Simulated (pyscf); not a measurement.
Thermochemistry of product channels of HO–Sn:–OH [singlet] + hydroxyl (OH•) on the doublet surface, in eV, from ωB97M-D3(BJ)/def2-TZVP energies (ideal gas, 1 atm, RRHO with modes under 100 cm⁻¹ raised to 100, one conformer, R ln 2 for rigid chiral ones). PySCF, gas phase, ωB97X-D3(BJ)/def2-SVP geometries.

```csv
products,ΔE,ΔH(298 K),ΔG(600 K),ΔG(1200 K)
HO–Sn•(OH)–OH,-1.87,-1.77,-1.05,-0.36
[O=Sn–OH]• + water (H₂O),-0.02,+0.03,-0.06,-0.11
```

These are energies of the channels, which say nothing of barriers. Left out: orbital degeneracy and the spin-orbit lowering of OH. Elements past Kr carry the def2 core potentials, without spin-orbit coupling.
